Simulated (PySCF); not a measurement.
hydrogen cyanide (CHN), SMILES C#N. The structure is a stationary point at B3LYP-D3(BJ)/def2-TZVPD.

PySCF with TDDFT-ωB97X/def2-TZVPD puts the lowest singlet excitations at 7.81, 8.18, 8.18, 9.44, 9.44, 10.31 eV and the lowest triplet (TDA) at 6.46 eV.

Problem. What are the lowest singlet roots from EOM-CCSD/aug-cc-pVDZ run with PySCF? (The exact figures need the calculation; the answer reports its results.)

Solution. 8.59, 8.92, 8.92, 9.36, 9.36, 10.22 eV; triplets 6.50, 7.66, 7.66 eV. S1 differs by 0.78 eV (second minus first; roots are paired by order, and the bases may differ).
